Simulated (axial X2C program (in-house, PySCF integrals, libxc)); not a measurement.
Bond lengths and stretching modes, held linear, of HBH⁺

Computed with an axial X2C code built on PySCF integrals: two-component X2C with atomic mean-field Coulomb and Gaunt terms, Gaussian nuclei, basis H dyall-v3z, B dyall-v3z with contracted cores. Spin-free rows use the one-electron spin-free X2C Hamiltonian.

Masses H 1.008, B 11.009, H 1.008 u. States: 2c Ω = 0 (all partner blocks equally filled); spin-free M_S = 0, Λ = 0 (closed shell).

HF, spin-free: energies above the lowest point

```csv
r(H–B) (Å),r(B–H) (Å),E (meV)
1.1495,1.1495,3.66
1.1495,1.1790,2.00
1.1495,1.2085,24.15
1.1790,1.1495,2.00
1.1790,1.1790,0.00
1.1790,1.2085,21.82
1.1790,1.2380,64.28
1.2085,1.1495,24.15
1.2085,1.1790,21.82
1.2085,1.2085,43.32
1.2380,1.1790,64.28
1.2380,1.2380,127.25
```

Q: Fit a quadratic surface with cubic terms in each bond: where is the minimum, and what are the two stretching wavenumbers?

A: At HF, spin-free: bonds 1.166 and 1.166 Å; harmonic stretches 2776.9 and 3060.0 cm⁻¹; force constants 4.64, 4.64 and coupling -0.06 mdyn/Å.

The other levels and Hamiltonians give:

```csv
Hamiltonian,level,r(H–B) (Å),r(B–H) (Å),lower stretch (cm⁻¹),upper stretch (cm⁻¹)
2c,PBE0,1.178,1.178,2658.0,2945.1
2c,HF,1.166,1.166,2776.8,3060.0
2c,BHandHLYP,1.166,1.166,2732.5,3018.2
2c,MP2,1.171,1.171,2725.5,3011.0
spin-free,PBE0,1.178,1.178,2658.1,2945.1
spin-free,BHandHLYP,1.166,1.166,2732.6,3018.2
spin-free,MP2,1.170,1.170,2725.5,3011.1
```

Each state is one determinant, the lowest of a limited PBE0 search; the stretches come from a fit to these few points and carry an uncertainty of a few per cent. Other orders of the atoms were not compared. MP2 freezes inner shells (threshold -2 hartree). The molecule was held linear; bending was not examined, so a bent shape may lie lower.
